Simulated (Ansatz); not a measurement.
C4H6O can be A, `CC#COC`, or B, `C=CCC=O`.

Isolated molecules relaxed with PBE0-D4/def2-TZVP in Ansatz; ΔE leaves out vibrations. CCSD(T)/CBS is the MP2 limit (def2-TZVPP, def2-QZVPP) plus CCSD(T) − MP2 in def2-TZVPP, frozen cores. Functionals use def2-TZVPP. Each species was taken in one conformer, which may not be the lowest.

**Question.** Which isomer does CCSD(T)/CBS put lower? Give the gap. (Estimate.)

**Answer.** Ansatz gave: B, by 36.5 kcal/mol.

**Question.** Give E(B) − E(A) in kcal/mol with ωB97M-V, CCSD(T)/def2-TZVPP, HF/def2-TZVPP, PBE0-D4, PBE-D4, CCSD/def2-TZVPP, B2PLYP. (Estimate.)

**Answer.** The calculation gave: ωB97M-V -36.0, CCSD(T)/def2-TZVPP -36.9, HF/def2-TZVPP -36.3, PBE0-D4 -35.5, PBE-D4 -35.5, CCSD/def2-TZVPP -36.6, B2PLYP -34.9. None reverses the order clearly.

Largest T1 diagnostic: 0.013.

The D4 term adds −0.9 kcal/mol with B3LYP and −0.4 kcal/mol with PBE0; it sums over pairs of atoms, weighted by their polarisabilities, and B3LYP, whose exchange is more repulsive, gets the larger term.

B3LYP here is the variant with VWN-RPA as its local correlation; programs differ in this.
